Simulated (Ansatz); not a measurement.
# BH3, singlet: CASSCF and its corrections

Program: Ansatz, Gaussian basis, development build. Basis cc-pVDZ, nonrelativistic, 1 orbital frozen in the corrections. State-specific CASSCF; RHF is the lowest restricted (open-shell) Hartree–Fock solution met. Solutions may break the symmetry of the shape. Lower solutions, or ones in other orbitals, may exist.

Geometry:

```xyz
4

B     0.0000    0.0000    0.0000
H     1.1100    0.0000    0.0000
H    -0.5550    0.9613    0.0000
H    -0.5550   -0.9613    0.0000
```

(1) What do CASSCF and its corrections give against RHF in CAS(6,7), and what are the occupations?

Results:

(1) CASSCF -1.257 eV, SC-NEVPT2 -2.529 eV; occupations 1.99, 1.98, 1.98, 0.01, 0.01, 0.01, 0.01.
